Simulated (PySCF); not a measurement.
# Continuum solvent and chemical shifts

Numbering as in the mapped SMILES `[CH3:1][C:2]1=[N:3][CH2:4][CH2:5][CH2:6]1`. Each H is labelled by its parent atom.

GIAO PBE0/pcSseg-1 in PySCF 2.14 on one PBE0-D3(BJ)/def2-SVP conformer, non-relativistic, equivalent nuclei averaged. Solvents enter as an IEF-PCM continuum (dichloromethane with ε = 8.9, acetonitrile with ε = 35.7) around the gas-phase geometry. Shifts are referred to TMS computed in the same medium.

In dichloromethane, δ in ppm: C2 182.4, C4 65.2, C6 40.9, C5 23.5, C1 22.4, H(C4) 3.94, H(C6) 2.49, H(C1) 2.04, H(C5) 1.82. Dipole moment 2.82 D.

(1) How does each δ change in the more polar medium?

(2) Which nuclei move most (in ppm), and what does the model miss?

## Answers

(1) 
```json
{"atoms": "C2", "environment": "C=N carbon", "Δδ, acetonitrile": "+1.1"}
{"atoms": "C4", "environment": "sp3 CH2 bonded to N", "Δδ, acetonitrile": "+0.1"}
{"atoms": "C6", "environment": "sp3 CH2 in a ring", "Δδ, acetonitrile": "+0.2"}
{"atoms": "C5", "environment": "sp3 CH2 in a ring", "Δδ, acetonitrile": "+0.1"}
{"atoms": "C1", "environment": "methyl carbon", "Δδ, acetonitrile": "+0.2"}
{"atoms": "H(C4)", "environment": "hydrogen on an sp3 CH2 bonded to N", "Δδ, acetonitrile": "-0.01"}
{"atoms": "H(C6)", "environment": "hydrogen on an sp3 CH2 in a ring", "Δδ, acetonitrile": "+0.04"}
{"atoms": "H(C1)", "environment": "hydrogen on a methyl carbon", "Δδ, acetonitrile": "+0.01"}
{"atoms": "H(C5)", "environment": "hydrogen on an sp3 CH2 in a ring", "Δδ, acetonitrile": "+0.02"}
```

Changes are relative to dichloromethane. The dipole moment becomes 2.96 D in acetonitrile.

(2) C2 (C=N carbon, +1.1 ppm) in acetonitrile. A continuum only polarises the solute; specific hydrogen bonds, the anisotropy of aromatic solvents and changes of geometry or conformer are outside it.
